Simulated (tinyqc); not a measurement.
RHF in the sto-3g basis, for H2O, spin multiplicity 1, step by step. One step of it, computed by the program tinyqc.

Problem. Iteration 2: building the Fock matrix. J_ij = sum D_kl (ij|kl), K_ij = sum D_kl (ik|jl); F = H + J - 0.5 K; E = tr D H + tr D J / 2 - 0.25 tr D K + E_nn.

D after iteration 1, lower triangle:
```
            1O 1s      1O 2s    1O 2px     1O 2py    1O 2pz      2H 1s     3H 1s
1O 1s    2.118402
1O 2s   -0.515342   2.322225
1O 2px   0.000000   0.000000  2.000000
1O 2py   0.000000   0.000000  0.000000   0.528149
1O 2pz   0.095731  -0.549256  0.000000   0.000000  0.748527
2H 1s    0.026052  -0.302685  0.000000   0.543447  0.560550   0.985325
3H 1s    0.026052  -0.302685  0.000000  -0.543447  0.560550  -0.133050  0.985325
```

core Hamiltonian H = T + V (hartree), lower triangle:
```
             1O 1s      1O 2s     1O 2px     1O 2py     1O 2pz      2H 1s      3H 1s
1O 1s   -32.611877
1O 2s    -7.586995  -9.233726
1O 2px    0.000000   0.000000  -7.374444
1O 2py    0.000000   0.000000   0.000000  -7.489696
1O 2pz   -0.016200  -0.196458   0.000000   0.000000  -7.455348
2H 1s    -1.359151  -3.115984   0.000000  -1.718964  -1.498685  -4.681346
3H 1s    -1.359151  -3.115984   0.000000   1.718964  -1.498685  -1.270674  -4.681346
```

Two-electron integrals (ij|kl) in chemists' order, unique and non-zero (hartree):
```
(11|11) 4.785065    (21|11) 0.741380    (21|21) 0.136873    (22|11) 1.118947
(22|21) 0.256633    (22|22) 0.817206    (31|31) 0.024477    (32|31) 0.037809
(32|32) 0.180518    (33|11) 1.115814    (33|21) 0.256684    (33|22) 0.817023
(33|33) 0.880159    (41|41) 0.024477    (42|41) 0.037809    (42|42) 0.180518
(43|43) 0.047444    (44|11) 1.115814    (44|21) 0.256684    (44|22) 0.817023
(44|33) 0.785270    (44|44) 0.880159    (51|51) 0.024477    (52|51) 0.037809
(52|52) 0.180518    (53|53) 0.047444    (54|54) 0.047444    (55|11) 1.115814
(55|21) 0.256684    (55|22) 0.817023    (55|33) 0.785270    (55|44) 0.785270
(55|55) 0.880159    (61|11) 0.133460    (61|21) 0.024442    (61|22) 0.045568
(61|33) 0.045479    (61|41) 0.000864    (61|42) 0.001622    (61|44) 0.045640
(61|51) 0.000724    (61|52) 0.001359    (61|54) 0.000135    (61|55) 0.045592
(61|61) 0.004421    (62|11) 0.335652    (62|21) 0.077996    (62|22) 0.276308
(62|33) 0.271526    (62|41) 0.004497    (62|42) 0.034835    (62|44) 0.279798
(62|51) 0.003767    (62|52) 0.029186    (62|54) 0.006930    (62|55) 0.277333
(62|61) 0.014213    (62|62) 0.117185    (63|31) 0.008027    (63|32) 0.047214
(63|43) 0.007174    (63|53) 0.006011    (63|63) 0.016404    (64|11) 0.188874
(64|21) 0.044443    (64|22) 0.168095    (64|33) 0.160526    (64|41) 0.010266
(64|42) 0.067196    (64|44) 0.179672    (64|51) 0.001876    (64|52) 0.016742
(64|54) 0.010031    (64|55) 0.163895    (64|61) 0.008445    (64|62) 0.086611
(64|64) 0.079675    (65|11) 0.158246    (65|21) 0.037236    (65|22) 0.140836
(65|33) 0.134495    (65|41) 0.001876    (65|42) 0.016742    (65|44) 0.138515
(65|51) 0.009598    (65|52) 0.061241    (65|54) 0.010542    (65|55) 0.149338
(65|61) 0.007075    (65|62) 0.072566    (65|64) 0.053011    (65|65) 0.060819
(66|11) 0.485858    (66|21) 0.114728    (66|22) 0.467065    (66|33) 0.448427
(66|41) 0.008318    (66|42) 0.089670    (66|44) 0.480935    (66|51) 0.006969
(66|52) 0.075129    (66|54) 0.027236    (66|55) 0.471247    (66|61) 0.021075
(66|62) 0.253092    (66|64) 0.213470    (66|65) 0.178853    (66|66) 0.774606
(71|11) 0.133460    (71|21) 0.024442    (71|22) 0.045568    (71|33) 0.045479
(71|41) -0.000864   (71|42) -0.001622   (71|44) 0.045640    (71|51) 0.000724
(71|52) 0.001359    (71|54) -0.000135   (71|55) 0.045592    (71|61) 0.004356
(71|62) 0.013786    (71|64) 0.007506    (71|65) 0.006868    (71|66) 0.020252
(71|71) 0.004421    (72|11) 0.335652    (72|21) 0.077996    (72|22) 0.276308
(72|33) 0.271526    (72|41) -0.004497   (72|42) -0.034835   (72|44) 0.279798
(72|51) 0.003767    (72|52) 0.029186    (72|54) -0.006930   (72|55) 0.277333
(72|61) 0.013786    (72|62) 0.094970    (72|64) 0.048482    (72|65) 0.057216
(72|66) 0.167898    (72|71) 0.014213    (72|72) 0.117185    (73|31) 0.008027
(73|32) 0.047214    (73|43) -0.007174   (73|53) 0.006011    (73|63) 0.012858
(73|73) 0.016404    (74|11) -0.188874   (74|21) -0.044443   (74|22) -0.168095
(74|33) -0.160526   (74|41) 0.010266    (74|42) 0.067196    (74|44) -0.179672
(74|51) -0.001876   (74|52) -0.016742   (74|54) 0.010031    (74|55) -0.163895
(74|61) -0.007506   (74|62) -0.048482   (74|64) -0.012358   (74|65) -0.028589
(74|66) -0.076711   (74|71) -0.008445   (74|72) -0.086611   (74|74) 0.079675
(75|11) 0.158246    (75|21) 0.037236    (75|22) 0.140836    (75|33) 0.134495
(75|41) -0.001876   (75|42) -0.016742   (75|44) 0.138515    (75|51) 0.009598
(75|52) 0.061241    (75|54) -0.010542   (75|55) 0.149338    (75|61) 0.006868
(75|62) 0.057216    (75|64) 0.028589    (75|65) 0.046813    (75|66) 0.110632
(75|71) 0.007075    (75|72) 0.072566    (75|74) -0.053011   (75|75) 0.060819
(76|11) 0.125486    (76|21) 0.029449    (76|22) 0.113807    (76|33) 0.111011
(76|44) 0.113122    (76|51) 0.002190    (76|52) 0.020437    (76|55) 0.117163
(76|61) 0.005317    (76|62) 0.048482    (76|64) 0.031011    (76|65) 0.033750
(76|66) 0.110223    (76|71) 0.005317    (76|72) 0.048482    (76|74) -0.031011
(76|75) 0.033750    (76|76) 0.025073    (77|11) 0.485858    (77|21) 0.114728
(77|22) 0.467065    (77|33) 0.448427    (77|41) -0.008318   (77|42) -0.089670
(77|44) 0.480935    (77|51) 0.006969    (77|52) 0.075129    (77|54) -0.027236
(77|55) 0.471247    (77|61) 0.020252    (77|62) 0.167898    (77|64) 0.076711
(77|65) 0.110632    (77|66) 0.320885    (77|71) 0.021075    (77|72) 0.253092
(77|74) -0.213470   (77|75) 0.178853    (77|76) 0.110223    (77|77) 0.774606
```

nuclear repulsion = 8.29802375 hartree

Give: Coulomb J; exchange K; Fock matrix F; total energy of this density.

Solution.

Coulomb J (hartree), lower triangle:
```
          1O 1s   1O 2s  1O 2px   1O 2py  1O 2pz   2H 1s   3H 1s
1O 1s   16.9241
1O 2s    3.1730  7.9223
1O 2px   0.0000  0.0000  7.9400
1O 2py   0.0000  0.0000  0.0000   7.9045
1O 2pz  -0.0026  0.0901  0.0000   0.0000  7.8982
2H 1s    0.5670  2.7067  0.0000   1.6535  1.4202  4.8553
3H 1s    0.5670  2.7067  0.0000  -1.6535  1.4202  1.1427  4.8553
```

exchange K (hartree), lower triangle:
```
         1O 1s    1O 2s  1O 2px   1O 2py  1O 2pz   2H 1s   3H 1s
1O 1s   9.7660
1O 2s   1.6239   2.5351
1O 2px  0.0000   0.0000  2.2546
1O 2py  0.0000   0.0000  0.0000   1.5204
1O 2pz  0.0085  -0.0874  0.0000   0.0000  1.6029
2H 1s   0.3043   0.9444  0.0000   0.6102  0.5560  1.3230
3H 1s   0.3043   0.9444  0.0000  -0.6102  0.5560  0.3620  1.3230
```

Fock matrix F (hartree), lower triangle:
```
           1O 1s    1O 2s   1O 2px   1O 2py   1O 2pz    2H 1s    3H 1s
1O 1s   -20.5707
1O 2s    -5.2260  -2.5790
1O 2px    0.0000   0.0000  -0.5618
1O 2py    0.0000   0.0000   0.0000  -0.3454
1O 2pz   -0.0230  -0.0627   0.0000   0.0000  -0.3586
2H 1s    -0.9443  -0.8815   0.0000  -0.3706  -0.3565  -0.4875
3H 1s    -0.9443  -0.8815   0.0000   0.3706  -0.3565  -0.3090  -0.4875
```

total energy of this density = -74.870877 hartree
